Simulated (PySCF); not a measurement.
Bond stretch in SMILES C#N, singlet. The C1–H3 bond (C1 also carries N; H3 carries nothing else) is varied alone, starting from the PBE0/def2-TZVP optimised geometry.

CASSCF(2,2)/6-31G (PySCF); RHF/6-31G (PySCF); UKS-BHandHLYP = unrestricted BHandHLYP/6-31G run with PySCF.

Energies are in eV, each relative to the lowest point of its own curve near equilibrium.

| R / Å | CASSCF(2,2) | RHF | UKS-BHandHLYP |
|---|---|---|---|
| 0.85 | 1.514 | 1.384 | 1.402 |
| 0.91 | 0.698 | 0.600 | 0.619 |
| 0.96 | 0.294 | 0.224 | 0.241 |
| 1.00 | 0.108 | 0.063 | 0.074 |
| 1.03 | 0.032 | 0.006 | [?] |
| 1.07 | 0.000 | 0.000 | 0.000 |
| 1.09 | [?] | 0.022 | 0.018 |
| 1.14 | 0.089 | 0.138 | 0.123 |
| 1.17 | 0.170 | 0.241 | 0.218 |
| 1.23 | [?] | 0.504 | 0.465 |
| 1.33 | 0.851 | 1.055 | 0.984 |
| 1.44 | 1.434 | 1.743 | 1.635 |
| 1.60 | 2.295 | 2.784 | 2.612 |
| 1.78 | 3.176 | 3.913 | 3.657 |
| 1.91 | 3.720 | 4.671 | 4.309 |
| 2.16 | 4.522 | [?] | 5.108 |
| 2.33 | 4.892 | [?] | 5.413 |
| 2.59 | 5.238 | 7.714 | 5.677 |
| 2.86 | 5.414 | [?] | 5.812 |
| 3.22 | 5.507 | 9.381 | 5.889 |
| 3.72 | 5.541 | 10.180 | 5.924 |

Question: Complete the blanks.

Answer: 
- 1.03, UKS-BHandHLYP: 0.013
- 1.09, CASSCF(2,2): 0.009
- 1.23, CASSCF(2,2): 0.386
- 2.16, RHF: 5.968
- 2.33, RHF: 6.728
- 2.86, RHF: 8.538

The restricted form behind RHF keeps the bonding electrons paired and can't separate into open-shell fragments. The unrestricted determinant behind UKS-BHandHLYP is spin-contaminated at 1.91 to 3.72 Å (<S²> up to 1.0, against 0.00 for a pure singlet).
